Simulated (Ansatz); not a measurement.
Input file:

```yaml
crystal:
  periodic: [false, false, false]
  atoms:
    - {symbol: Si, position_ang: [0.000000, -0.101589, 0.514766]}
    - {symbol: O, position_ang: [0.000000, 0.107669, -0.993765]}
    - {symbol: H, position_ang: [0.000000, 1.121646, 1.430812]}
basis:
  gaussian: {orbitals: def2-SVPD, point_charges: [{charge: -0.50, position_ang: [4.782, 0.731, -0.984]}]}
magnetization: {spin_polarized: false, initial_magnetization: 3}
hamiltonian: {xc: hf}
accuracy: high
scf: {lower_state_search: off}
output: {forces: true, orbitals: {seedname: orbitals}}
```

```sh
$ ansatz run in.yaml --threads 1 --pin off --events-out ev --progress --plain --max-ram 2393MiB
```

The program prints:

```
these checks for a lower state are left out or cut short: stability, starts, cluster_reference, orbital_swaps, neighbouring_geometries, increment
973 factors; integrals over basis functions are off by at most 3.9e-9 eV
mean field evaluation 1: about -9902.6705 eV, gradient 2.5e1 eV
mean field evaluation 2: about -9902.6786 eV, gradient 2.5e1 eV
mean field evaluation 4: about -9906.0713 eV, gradient 4.7e0 eV
mean field evaluation 8: about -9907.0176 eV, gradient 8.6e-1 eV
mean field evaluation 16: about -9907.0969 eV, gradient 1.4e-2 eV
mean field evaluation 32: about -9907.1295 eV, gradient 2.4e-4 eV
mean field -9907.12953480 eV, -364.0802951104 hartree, gradient 2.1e-8 eV, S^2 3.750000; 0 other end points of the search recorded, 0 dependent functions left out
the calculation of the forces begins
reference -9907.12953480 eV, -364.0802951104 hartree; 13, 10 occupied and 42, 45 virtual orbitals, 973 factors
Total energy: -9907.12953480 eV, -364.0802951104 hartree
Atom 0 at     0.000000    -0.101589     0.514766 Å, force     0.022451    -0.630449     9.478539 eV/Å
Atom 1 at     0.000000     0.107669    -0.993765 Å, force    -0.000633     1.287462    -8.937519 eV/Å
Atom 2 at     0.000000     1.121646     1.430812 Å, force    -0.000278    -0.653164    -0.547917 eV/Å
Dipole moment:     0.100255    -0.014884     0.062504 e Å
Checks for a lower state left out: stability, starts, cluster_reference, orbital_swaps, neighbouring_geometries, increment
```

Forces (eV/Å):
```
Si   0.022 -0.630  9.479
O   -0.001  1.287 -8.938
H    0.000 -0.653 -0.548
```

Ran on 1 thread of Intel Xeon 6975P-C, shared host: 0.81 s wall, 0.15 GiB peak host memory.
